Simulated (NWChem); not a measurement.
Everything below was run with NWChem. System: CH₃, charge 1, spin multiplicity 1, at the geometry of a parent with another charge or spin, in a state set for the comparison that need not be this species' ground state. Level: CCSD(T)/def2-TZVP, 1 core orbitals frozen.

Part of the output:

```
             Northwest Computational Chemistry Package (NWChem) 7.3.0
             --------------------------------------------------------

                                NWChem Input Module
                                -------------------

 Scaling coordinates for geometry "geometry" by  1.889725989
 (inverse scale =  0.529177249)

 Turning off AUTOSYM since
 SYMMETRY directive was detected!

                             Geometry "geometry" -> ""
                             -------------------------

 Output coordinates in angstroms (scale by  1.889725989 to convert to a.u.)

  No.       Tag          Charge          X              Y              Z
 ---- ---------------- ---------- -------------- -------------- --------------
    1 C                    6.0000     0.00000000     0.00000000     0.00000100
    2 H                    1.0000     0.00000000     0.00000000     1.09079800
    3 H                    1.0000    -0.94465700     0.00000000    -0.54540300
    4 H                    1.0000     0.94465700     0.00000000    -0.54540300

 Effective nuclear repulsion energy (a.u.)       9.5725784505

            Nuclear Dipole moment (a.u.)
            ----------------------------
        X                 Y               Z
 ---------------- ---------------- ----------------
     0.0000000000     0.0000000000    -0.0000037795

      Symmetry information
      --------------------

 Group name             C2v
 Group number             16
 Group order               4
 No. of unique centers     3

      Symmetry unique atoms

     1    2    3


 Summary of "ao basis" -> "" (spherical)
 ------------------------------------------------------------------------------
       Tag                 Description            Shells   Functions and Types
 ---------------- ------------------------------  ------  ---------------------
 *                         def2-tzvp                  on all atoms

 Summary of "ao basis" -> "ao basis" (spherical)
 ------------------------------------------------------------------------------
       Tag                 Description            Shells   Functions and Types
 ---------------- ------------------------------  ------  ---------------------
 C                         def2-tzvp                11       31   5s3p2d1f
 H                         def2-tzvp                 4        6   3s1p

                                 NWChem SCF Module
                                 -----------------
[...]
     2   2 0 0     -3.020856      0.000000      6.373470
     2   1 1 0     -0.000000      0.000000      0.000000
     2   1 0 1     -0.000000      0.000000      0.000000
     2   0 2 0     -3.714210      0.000000      0.000000
     2   0 1 1     -0.000000      0.000000      0.000000
     2   0 0 2     -3.020828      0.000000      6.373525

                   NWChem Extensible Many-Electron Theory Module
                   ---------------------------------------------


            General Information
            -------------------
      Number of processors :     1
         Wavefunction type : Restricted Hartree-Fock
          No. of electrons :     8
           Alpha electrons :     4
            Beta electrons :     4
           No. of orbitals :    98
            Alpha orbitals :    49
             Beta orbitals :    49
        Alpha frozen cores :     1
         Beta frozen cores :     1
     Alpha frozen virtuals :     0
      Beta frozen virtuals :     0
         Spin multiplicity : singlet
    Number of AO functions :    49
       Number of AO shells :    23
        Use of symmetry is : on
      Symmetry adaption is : on
         Schwarz screening : 0.10D-09

          Correlation Information
          -----------------------
          Calculation type : Coupled-cluster singles & doubles w/ perturbation
   Perturbative correction : (T)
            Max iterations :      100
        Residual threshold : 0.10D-05
     T(0) DIIS level shift : 0.00D+00
     L(0) DIIS level shift : 0.00D+00
     T(1) DIIS level shift : 0.00D+00
     L(1) DIIS level shift : 0.00D+00
     T(R) DIIS level shift : 0.00D+00
     T(I) DIIS level shift : 0.00D+00
   CC-T/L Amplitude update :  5-th order DIIS
                I/O scheme : Global Array Library
        L-threshold :  0.10D-05
        EOM-threshold :  0.10D-05
 no EOMCCSD initial starts read in
 TCE RESTART OPTIONS
 SLICE:      F
 D4D5:       F
 quantumc:   F
 qrotation:  F
 pwtce:      F
 qducc:      F
 nacto:                         0
 nrotv:                         0
 nrot:                          0

            Memory Information
            ------------------
          Available GA space size is     249034399 doubles
          Available MA space size is     104854180 doubles

 Maximum block size supplied by input
 Maximum block size        24 doubles

 tile_dim =     20

 -------------------------------------------------

 Global array virtual files algorithm will be used

 Parallel file system coherency ......... OK

 4-electron integrals stored in orbital form

 v2    file size   =           498928
 4-index algorithm nr.  13 is used
 imaxsize =       30
 imaxsize ichop =        0


CCSD iterations
 ---------------------------------------------------------
 Iter          Residuum       Correlation     Cpu    Wall
 ---------------------------------------------------------
    1   0.1161602774305  -0.1247062589331     0.1     0.1
    2   0.0336683986735  -0.1421972205800     0.1     0.1
    3   0.0120298908409  -0.1458839786266     0.1     0.1
    4   0.0046574146879  -0.1469654042850     0.1     0.1
    5   0.0018811041956  -0.1473315392829     0.1     0.1
    6   0.0001523865393  -0.1475572089776     0.1     0.1
    7   0.0000513166312  -0.1475519234437     0.1     0.1
    8   0.0000223935155  -0.1475519257876     0.1     0.1
    9   0.0000108216130  -0.1475518675121     0.1     0.1
   10   0.0000056245884  -0.1475518774404     0.1     0.1
   11   0.0000009127890  -0.1475518887911     0.1     0.1
 -----------------------------------------------------------------
 Iterations converged
 CCSD correlation energy / hartree =        -0.147551888791128
 CCSD total energy / hartree       =       -39.394938675429032

 Singles contributions

 Doubles contributions
 CCSD(T)
 Using plain CCSD(T) code
             total no. of tasks           80
 total no. of tasks / no. procs           80
                         wl_min          192           2.4
                         wl_max        64000           6.3
        thresh for no. of tasks           80

 CCSD[T]  correction energy / hartree =        -0.002839295587549
 CCSD[T] correlation energy / hartree =        -0.150391184378677
 CCSD[T] total energy / hartree       =       -39.397777971016581
 CCSD(T)  correction energy / hartree =        -0.002783765662963
 CCSD(T) correlation energy / hartree =        -0.150335654454091
 CCSD(T) total energy / hartree       =       -39.397722441091993

 Task  times  cpu:        2.6s     wall:        2.6s

 Total times  cpu:        2.6s     wall:        2.6s
```

Write an NWChem input that would produce this output.

This is not unique; one that fits is 
```
start mol
memory heap 100 mb stack 700 mb global 1900 mb
charge 1
geometry units angstroms nocenter noautoz
  C      0.000000     0.000000     0.000001
  H      0.000000     0.000000     1.090798
  H     -0.944657     0.000000    -0.545403
  H      0.944657     0.000000    -0.545403
  symmetry group C2v
end
basis spherical
  * library def2-tzvp
end
scf
  rhf
  nopen 0
  maxiter 100
  thresh 1e-7
  semidirect memsize 60000000 filesize 0
end
tce
  freeze core 1
  ccsd(t)
  2eorb
  2emet 13
  thresh 1e-6
  maxiter 100
  tilesize 24
end
task tce energy
```
